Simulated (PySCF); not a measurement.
A run for PySCF: R-M06-2X/def2-TZVPPD on H2O (SMILES O) with ghost functions.

```python
from pyscf import gto, dft

mol = gto.M(
    atom='''
    O    -2.01091594    0.07967389    0.12514827
    H    -2.42759294    0.87854689    0.45091827
    H    -1.08188894    0.19043089    0.36609727
    ghost-O    0.87475706    0.17581889    0.51484627
    ghost-H    1.24274006   -0.39625811    1.19237527
    ghost-C    1.33976206   -0.29581011   -0.74731273
    ghost-H    0.90894506    0.35528289   -1.50042673
    ghost-H    2.42572606   -0.24501811   -0.82162473
    ghost-H    1.01141906   -1.31568011   -0.94639273
    ''',
    basis='def2-tzvppd',
    charge=0, spin=0, verbose=4, max_memory=1800)
mf = dft.RKS(mol, xc='m062x').density_fit(auxbasis='def2-universal-jkfit')
mf.grids.level = 4
mf.conv_tol = 1e-9
mf.max_cycle = 150
mf.kernel()
mf.dip_moment()
```

Program output:

```
PySCF version 2.14.0

[INPUT] verbose = 4
[INPUT] num. atoms = 9
[INPUT] num. electrons = 10
[INPUT] charge = 0
[INPUT] spin (= nelec alpha-beta = 2S) = 0
[INPUT] symmetry False subgroup None
[INPUT] Mole.unit = angstrom
[INPUT] Symbol           X                Y                Z      unit          X                Y                Z       unit  Magmom
[INPUT]  1 O     -2.010915940000   0.079673890000   0.125148270000 AA   -3.800080386122   0.150561831379   0.236495955263 Bohr   0.0
[INPUT]  2 H     -2.427592940000   0.878546890000   0.450918270000 AA   -4.587485798528   1.660213009688   0.852112034863 Bohr   0.0
[INPUT]  3 H     -1.081888940000   0.190430890000   0.366097270000 AA   -2.044473793796   0.359862227757   0.691823575251 Bohr   0.0
[INPUT]  4 GHOST-O   0.874757060000   0.175818890000   0.514846270000 AA    1.653051268930   0.332249549625   0.972918446554 Bohr   0.0
[INPUT]  5 GHOST-H   1.242740060000  -0.396258110000   1.192375270000 AA    2.348438357426  -0.748819302538   2.253262698004 Bohr   0.0
[INPUT]  6 GHOST-C   1.339762060000  -0.295810110000  -0.747312730000 AA    2.531783365483  -0.559000092777  -1.412216389101 Bohr   0.0
[INPUT]  7 GHOST-H   0.908945060000   0.355282890000  -1.500426730000 AA    1.717657225676   0.671387358844  -2.835395589677 Bohr   0.0
[INPUT]  8 GHOST-H   2.425726060000  -0.245018110000  -0.821624730000 AA    4.583957906620  -0.463017123459  -1.552645716870 Bohr   0.0
[INPUT]  9 GHOST-H   1.011419060000  -1.315680110000  -0.946392730000 AA    1.911305020565  -2.486275075438  -1.788423065979 Bohr   0.0

nuclear repulsion = 9.14996269782207
number of shells = 83
number of NR pGTOs = 276
number of NR cGTOs = 219
basis = def2-tzvppd
ecp = {}


******** <class 'pyscf.df.df_jk.DFRKS'> ********
method = DFRKS
initial guess = minao
damping factor = 0
level_shift factor = 0
DIIS = <class 'pyscf.scf.diis.CDIIS'>
diis_start_cycle = 1
diis_space = 8
diis_damp = 0
SCF conv_tol = 1e-09
SCF conv_tol_grad = None
SCF max_cycles = 150
direct_scf = False
XC library pyscf.dft.libxc version 7.1.2
    S. Lehtola, C. Steigemann, M. J. T. Oliveira, and M. A. L. Marques,  SoftwareX 7, 1–5 (2018)
XC functionals = m062x
    Y. Zhao and D. G. Truhlar,  Theor. Chem. Acc. 120, 215 (2008)
    Y. Zhao and D. G. Truhlar,  Theor. Chem. Acc. 120, 215 (2008)
radial grids:
    Treutler-Ahlrichs [JCP 102, 346 (1995); DOI:10.1063/1.469408] (M4) radial grids

becke partition: Becke, JCP 88, 2547 (1988); DOI:10.1063/1.454033
pruning grids: <function nwchem_prune>
grids dens level: 4
symmetrized grids: False
atomic radii adjust function: <function treutler_atomic_radii_adjust>
small_rho_cutoff = 0
Set gradient conv threshold to 3.16228e-05
Initial guess from minao.
tot grids = 179376
******** <class 'pyscf.df.df.DF'> ********
auxbasis = def2-universal-jkfit
init E= -76.3213826310948
  HOMO = -0.452510706254674  LUMO = -0.0168840361955667  gap/eV = 11.85401
cycle= 1 E= -76.3716772862922  delta_E= -0.0503  |g|= 0.568  |ddm|= 0.899
  HOMO = -0.277662017811593  LUMO = 8.22732523886316e-07  gap/eV = 7.55559
cycle= 2 E= -76.3513611881782  delta_E= 0.0203  |g|= 0.69  |ddm|= 0.619
  HOMO = -0.407211785130279  LUMO = -0.00316045012786859  gap/eV = 10.99480
cycle= 3 E= -76.430978348055  delta_E= -0.0796  |g|= 0.0272  |ddm|= 0.292
  HOMO = -0.402809993680027  LUMO = -0.00139553170410878  gap/eV = 10.92304
cycle= 4 E= -76.4310973322584  delta_E= -0.000119  |g|= 0.00366  |ddm|= 0.0257
  HOMO = -0.403401839292137  LUMO = -0.00144638908126993  gap/eV = 10.93776
cycle= 5 E= -76.4311003845222  delta_E= -3.05e-06  |g|= 0.000503  |ddm|= 0.00369
  HOMO = -0.403438909580771  LUMO = -0.00142941907247618  gap/eV = 10.93924
cycle= 6 E= -76.4311004846861  delta_E= -1e-07  |g|= 7.06e-05  |ddm|= 0.000955
  HOMO = -0.403440452034026  LUMO = -0.00142698026504817  gap/eV = 10.93934
cycle= 7 E= -76.4311004879904  delta_E= -3.3e-09  |g|= 7.13e-06  |ddm|= 0.000208
  HOMO = -0.403441683047458  LUMO = -0.0014271313956975  gap/eV = 10.93937
cycle= 8 E= -76.4311004880246  delta_E= -3.41e-11  |g|= 1.18e-06  |ddm|= 1.4e-05
  HOMO = -0.403441681918924  LUMO = -0.00142713672478578  gap/eV = 10.93937
Extra cycle  E= -76.4311004880254  delta_E= -8.81e-13  |g|= 4.55e-07  |ddm|= 1.64e-06
converged SCF energy = -76.4311004880254
Dipole moment(X, Y, Z, Debye):  0.82016,  1.46320,  0.91044
```

The run converged.

Cost: very roughly 26 core-seconds.
